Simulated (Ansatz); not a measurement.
fcc Pt: LDA at its full settings (plane-wave cutoff 520 eV, 24×24×24 k mesh, Fermi–Dirac smearing 0.05 eV, scalar-relativistic PAW data made under PBE) and at cheaper ones, in a cell of 1 atom with Γ-centred meshes.

| level and setting | lattice constant a (Å) | bulk modulus B0 (GPa) |
|---|---|---|
| LDA (Ansatz) | 3.894 | 307 |
| LDA (Γ point alone) (Ansatz) | ? | ? |
| LDA (2×2×2 k mesh) (Ansatz) | 4.235 | 71.7 |
| LDA (4×4×4 k mesh) (Ansatz) | 3.887 | 319 |

**Question.** Some entries are withheld; supply them.

**Answer.** 
- LDA (Γ point alone) (Ansatz, an electronic-structure program), lattice constant a (Å): 3.807
- LDA (Γ point alone) (Ansatz), bulk modulus B0 (GPa): 549

Largest shifts from the full settings: lattice constant a +8.76 % (LDA (2×2×2 k mesh)), against a difference of -0.49 % of the full result from the reference 3.913 Å (measured, static lattice: zero-point anharmonic expansion removed; as tabulated in Mejia-Rodriguez and Trickey (2018), arXiv:1807.09216); bulk modulus +79 % (LDA (Γ point alone)), against a difference of +6.2 % of the full result from the reference 289 GPa (measured, corrected for temperature and zero-point phonon effects; as tabulated in Levämäki et al. (2014), arXiv:1402.3671).

Ansatz's density-functional and Hartree–Fock values are scalar-relativistic unless marked +SOC, with PAW data made under PBE.

Run with cheap settings on purpose, which may leave them unconverged: LDA (2×2×2 k mesh), LDA (4×4×4 k mesh), LDA (Γ point alone).
